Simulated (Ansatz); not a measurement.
System (SMILES): [SH] (SH), doublet.
Atoms: S1, H2. Bonds: S1-H2.

Basis-set convergence of the optimised S1-H2 bond length at CCSD(T) with Ansatz (a program for electronic structure). The reference of a correlated method is not its basis-set limit, which lies further on. Cartesian d functions, on some or all atoms, in 6-31G*, 6-31G**; all else is spherical. Cores are frozen. Core-valence sets carry the plain set on hydrogen. Open shells are unrestricted. No added dispersion term, no relativity. Reference: the value in def2-QZVPPD, 1.3421 Å, itself unsure by roughly 0.0002 Å (its mean distance from pcseg-3, def2-QZVPP, cc-pV(Q+d)Z).

| basis | functions | optimised S1-H2 bond length (Å) |
|---|---|---|
| 3-21G | 15 | 1.3907 |
| 6-31G | 15 | … |
| def2-SV(P) | 20 | 1.3669 |
| 6-31G* | 21 | 1.3548 |
| def2-SVP | 23 | 1.3497 |
| 6-31G** | 24 | 1.3414 |
| cc-pV(D+d)Z | 28 | 1.3531 |
| def2-SVPD | 35 | … |
| aug-cc-pV(D+d)Z | 41 | 1.3551 |
| 6-311++G(2d,2p) | 45 | … |
| pcseg-2 | 48 | … |
| cc-pV(T+d)Z | 53 | 1.3425 |
| def2-TZVPD | 55 | 1.3473 |
| def2-TZVPP | 56 | 1.3413 |
| jun-cc-pV(T+d)Z | 62 | 1.3428 |
| def2-TZVPPD | 68 | 1.3421 |
| cc-pCVTZ | 73 | 1.3428 |
| cc-pV(Q+d)Z | 94 | 1.3421 |

Problem. Some entries are withheld; supply them.

Solution. 
- 6-31G, optimised S1-H2 bond length (Å): 1.3958
- def2-SVPD, optimised S1-H2 bond length (Å): 1.3535
- 6-311++G(2d,2p), optimised S1-H2 bond length (Å): 1.3406
- pcseg-2, optimised S1-H2 bond length (Å): 1.3394
